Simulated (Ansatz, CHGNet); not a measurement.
## 1T (CdI2-type) TiTe₂: properties by level of theory

```
level (code)           lattice parameter a (Å)  c axis length (Å)
---------------------  -----------------------  -----------------
CHGNet-r²SCAN                            3.820              7.440
PBEsol+SOC (Ansatz)                      3.699              6.449
r²SCAN+rVV10 (Ansatz)                    3.785              6.591
PBE0 (Ansatz)                            3.785              7.037
PBE0-D4 (Ansatz)                         3.744              6.414
```

Caveats: exact exchange on metals is sensitive to the k mesh and can open a false gap (PBE0-D4); the cell comes from a level without a dispersion term, which matters for the spacing of layers, chains or molecules (PBEsol+SOC, PBE0); the run warned that the count of filled bands differs between k points (PBE0-D4). Ansatz's density-functional and Hartree–Fock values are scalar-relativistic unless marked +SOC, with PAW data made under PBE.

Computed values are for the static lattice.

Ansatz is a first-principles code.
